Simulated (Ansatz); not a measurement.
Coupled-cluster diagnostics for Li2H⁺, Ansatz.

Geometry of the singlet (PBE0-D4/def2-TZVP):

```
atom    x (Å)    y (Å)    z (Å)
 Li1   1.2210   0.5201  -0.9538
 Li2  -1.2210  -0.5205   0.9535
  H3   0.0001   0.0004   0.0003
```

Correlated methods freeze no core orbitals; core or outer-core shells of Li are correlated, in sets that lack core-valence functions. In the triplet geometry the species has come apart into loosely held pieces. At PBE0-D4/def2-TZVP a singlet of charge 1 lies 4.22 eV below the triplet, each at its own geometry. In the quintet geometry the species has come apart into loosely held pieces. At PBE0-D4/def2-TZVP a singlet of charge 1 lies 59.80 eV below the quintet, each at its own geometry. The structure comes from a short search, and lower isomers may exist.

Geometry of the charge 1 triplet (PBE0-D4/def2-TZVP):

Cartesian coordinates in Å:
```
Li 1.909 -4.163 3.655
Li -1.248 3.700 -4.353
H -0.661 0.463 0.699
```

Geometry of the charge 1 quintet (PBE0-D4/def2-TZVP):

Cartesian coordinates in Å:
```
Li -3.770 -2.598 -2.764
Li 3.903 2.306 2.838
H -0.133 0.292 -0.073
```

Question: Estimate the CCSD(T) correlation energy, the shares of MP2 and (T), T1 and the reference's ⟨S²⟩ for: charge 1, singlet, own geometry in def2-TZVPP; charge 1, triplet, own geometry in def2-TZVPP; charge 1, quintet, own geometry in def2-TZVPP; and the rough time on 4 threads of AMD EPYC 7B13 on a shared host.

Answer: 
```json
{"state": "charge 1, singlet, own geometry", "basis": "def2-TZVPP", "correlation (eV)": "-2.855", "MP2 share (%)": "84.4", "(T) share (%)": "0.1", "T1": "0.002", "⟨S²⟩ (pure)": "0.00 (0.00)", "wall time": "0.25 s", "remarks": "–"}
{"state": "charge 1, triplet, own geometry", "basis": "def2-TZVPP", "correlation (eV)": "-1.894", "MP2 share (%)": "87.4", "(T) share (%)": "0.1", "T1": "0.211", "⟨S²⟩ (pure)": "2.00 (2.00)", "wall time": "0.55 s", "remarks": "large T1"}
{"state": "charge 1, quintet, own geometry", "basis": "def2-TZVPP", "correlation (eV)": "-1.055", "MP2 share (%)": "84.5", "(T) share (%)": "0.0", "T1": "0.002", "⟨S²⟩ (pure)": "6.00 (6.00)", "wall time": "0.5 s", "remarks": "lower spin may lie lower"}
```
Customary marks for T1 are 0.02 (closed shells), 0.045 (open shells) and about 0.05 (3d metals). T1 exceeds 0.02 in 1 of 3 rows and 0.045 in 1; the higher it lies, the less the single-reference result can be trusted.
